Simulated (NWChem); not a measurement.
**Correlation energy of O (+1)**

SMILES: [O+]
```xyz
1

O      0.0000     0.0000     0.0000
```
Charge +1, spin multiplicity 4.

The numbers come from NWChem runs, not from measurements.

Basis set: 6-31G*. Each correlation energy counts from its own Hartree-Fock reference.

The correlated methods keep 1 core orbital frozen. The Pople sets run with spherical d functions. No SCF solution was tested for a lower state. Open-shell Hartree-Fock references start from PBE0 orbitals. Coupled-cluster values serve here as a point of comparison, not as the truth.

One of these methods gave a correlation energy of -76.1 mHa. Which?
A) SCS-UMP2
B) CCSD[T] on ROHF
C) CCSD on UHF
D) UMP2

C, CCSD on UHF. The others give -58.4 (SCS-UMP2), -81.1 (CCSD[T] on ROHF), -60.6 (UMP2).
